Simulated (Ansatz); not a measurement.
# H6OSSi: the cost of one run

Method: RKS PBE-D4/def2-SVP, in Ansatz 0.2.0.

### 1 The system as given

Bond lengths: Si1–H3 1.453 Å, Si1–H4 1.461 Å, Si1–O5 1.610 Å, Si1–S7 2.523 Å, O5–H8 0.955 Å, S7–H9 1.326 Å. Angles: H3–Si1–H4 109.1°, H3–Si1–O5 128.0°, H3–Si1–S7 108.2°, H4–Si1–O5 96.1°, H4–Si1–S7 94.1°, O5–Si1–S7 114.7°, Si1–O5–H8 125.8°, Si1–S7–H9 94.1°.

Coordinates:

```xyz
9

Si   -0.2463    0.5797    0.3979
H     1.2653   -0.3913   -0.1541
H     0.5186    1.6662   -0.1893
H    -1.6275    1.0164    0.5882
O    -0.0724   -0.0782    1.8573
H     0.8648   -0.9821   -0.8236
S    -0.8249   -1.0574   -1.4325
H     0.6944   -0.5557    2.1666
H    -0.5721   -0.1977   -2.4105
```

### 2 A restrained relaxation towards end A

Springs on the bonds that form and break draw the guess towards this end; the thresholds are loose.

The input, input.yaml:

```yaml
crystal:
  periodic: [false, false, false]
  atoms:
    - { symbol: Si, position_ang: [-0.2463, 0.5797, 0.3979] }
    - { symbol: H, position_ang: [1.2653, -0.3913, -0.1541] }
    - { symbol: H, position_ang: [0.5186, 1.6662, -0.1893] }
    - { symbol: H, position_ang: [-1.6275, 1.0164, 0.5882] }
    - { symbol: O, position_ang: [-0.0724, -0.0782, 1.8573] }
    - { symbol: H, position_ang: [0.8648, -0.9821, -0.8236] }
    - { symbol: S, position_ang: [-0.8249, -1.0574, -1.4325] }
    - { symbol: H, position_ang: [0.6944, -0.5557, 2.1666] }
    - { symbol: H, position_ang: [-0.5721, -0.1977, -2.4105] }
basis:
  gaussian: { orbitals: def2-SVP }
hamiltonian:
  xc: pbe
  dispersion: d4
relax:
  f_tol: 0.15
  max_steps: 25
  restrain:
    - { distance: [0, 6], at: 3.46, k: 30.0 }
    - { distance: [5, 1], at: 1.92, k: 30.0 }
    - { distance: [0, 1], at: 1.42, k: 30.0 }
    - { distance: [5, 6], at: 1.36, k: 30.0 }
```

Run with:

```bash
$ ansatz run input.yaml --threads 2 --pin off --max-ram 3072MiB --backend cpu --events-out ev --progress --plain --runs-dir out
```

What time and memory should one allow on 2 threads of Arm Neoverse V2, shared host?

About 18 s, with a peak of 0.14 GiB.
